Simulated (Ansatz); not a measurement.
Write a Python script for the Ansatz DFT code, driven from Python that makes a ladder of methods at one geometry of BClH₂ (charge -1), SMILES [BH2-]Cl. Use (for the species named): MP2, def2-SVP basis, multiplicity 2. The script varies method: mp2, ccsd, ccsd_t.

Input file `bclh2.xyz`:
```text
4

B    -0.19610    0.00450    0.33230
Cl    1.60990   -0.05500   -0.07670
H    -0.67330    0.99720   -0.12130
H    -0.74040   -0.94670   -0.13420
```

`bclh2_methods.py`
```python
# -*- coding: utf-8 -*-
"""BClH2(-) at several levels of theory."""

import ansatz as az

bclh2 = az.Crystal.molecule_from_extxyz("bclh2.xyz")

calc = bclh2.calculation().basis(gaussian="def2-SVP").charge(-1).spin("collinear", total=1)

methods = ["mp2", "ccsd", "ccsd_t"]
reports = [calc.correlation(m).run(threads=1, pin="off").report for m in methods]
print(f"Hartree-Fock reference {reports[0]['reference_energy_ev'] / 27.211386246:.6f} Ha")
best = reports[-1]["free_energy_ev"] - reports[-1]["reference_energy_ev"]
for method, each in zip(methods, reports):
    gained = each["free_energy_ev"] - each["reference_energy_ev"]
    print(f"{method:8s} total {each['free_energy_ev'] / 27.211386246:.6f} Ha  correlation {gained:9.4f} eV  ({100 * gained / best:.1f} % of the last)")
```

`python bclh2_methods.py` gives:
```text
Hartree-Fock reference -485.167615 Ha
mp2      total -485.394180 Ha  correlation   -6.1652 eV  (87.1 % of the last)
ccsd     total -485.422756 Ha  correlation   -6.9427 eV  (98.1 % of the last)
ccsd_t   total -485.427711 Ha  correlation   -7.0776 eV  (100.0 % of the last)
```

Reading the output:
- These settings explore the input space; basis and method may be short of convergence.
- The geometry is a force-field or estimated start, not a minimum of this method, and the basis set is short of its limit. A lower total doesn't mark the better method: functionals have no common bound, and MP2 and coupled cluster aren't variational.
- The species is open-shell (spin multiplicity 2).
- Inner cores stay frozen, so this is valence correlation.
- Anions want diffuse functions, which this basis lacks.
- The whole script took 2 s on 1 thread of Arm Neoverse V1, with other jobs on the host, peak memory 0.17 GiB.
